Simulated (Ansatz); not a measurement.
Abridged output of a molecular run in Ansatz:

```
Functional definition: HF
1484 factors; integrals over basis functions are off by at most 9.7e-4 eV
mean field evaluation 1: about -16039.2728 eV, gradient 3.7e1 eV
mean field evaluation 2: about -16039.5432 eV, gradient 3.7e1 eV
mean field evaluation 4: about -16042.8838 eV, gradient 4.7e0 eV
mean field evaluation 8: about -16042.9548 eV, gradient 3.5e-1 eV
mean field evaluation 16: about -16042.9557 eV, gradient 1.8e-6 eV
mean field -16042.95566753 eV, -589.5677464757 hartree, gradient 1.8e-6 eV, S^2 0.000000; 0 other end points of the search recorded, 0 dependent functions left out
9 core orbitals not correlated: weight in the atoms' cores, before any rotation towards them, 1.000 or more for the frozen orbitals, at most 0.000 for the correlated occupied ones
reference -16042.95566753 eV, -589.5677464757 hartree; 15, 15 occupied and 226, 226 virtual orbitals, 1484 factors
second order -24.97749044 eV of doubles, -0.00000000 eV of singles
cycle   1  -25.24269140 eV  change   -2.7e-1 eV  update   1.2e-1
cycle   2  -25.87954054 eV  change   -6.4e-1 eV  update   3.7e-2
cycle   3  -26.04467456 eV  change   -1.7e-1 eV  update   2.1e-2
cycle   4  -26.02949965 eV  change    1.5e-2 eV  update   6.2e-3
cycle   5  -26.02789795 eV  change    1.6e-3 eV  update   3.0e-3
cycle   6  -26.02836616 eV  change   -4.7e-4 eV  update   9.2e-4
cycle   7  -26.02793346 eV  change    4.3e-4 eV  update   3.7e-4
cycle   8  -26.02796387 eV  change   -3.0e-5 eV  update   1.7e-4
cycle   9  -26.02808300 eV  change   -1.2e-4 eV  update   6.5e-5
cycle  10  -26.02806521 eV  change    1.8e-5 eV  update   2.7e-5
perturbative correction -1.18315464 eV, -0.0434801309 hartree
Total energy: -16070.16688737 eV, -590.5677403605 hartree
```

Its atoms:

Cartesian coordinates in Å:
```
C 0.962 -0.440 -0.680
C -0.312 0.381 -0.494
C -1.049 0.031 0.767
O -0.375 0.267 1.897
S -2.541 -0.597 0.816
H 0.733 -1.506 -0.703
H 1.694 -0.273 0.116
H 1.446 -0.173 -1.621
H -0.987 0.228 -1.333
H -0.066 1.451 -0.460
H 0.496 0.630 1.695
```

Problem. Which basis set was used?
A. def2-TZVPPD
B. def2-SVP
C. def2-TZVPP
D. def2-SVPD

Solution. C. It gives 250 functions.

Problem. Write the keys of the input that set method, charge and spin (a neutral closed shell needs none for the last two).

Solution. 
```yaml
correlation: {method: ccsd_t}
```
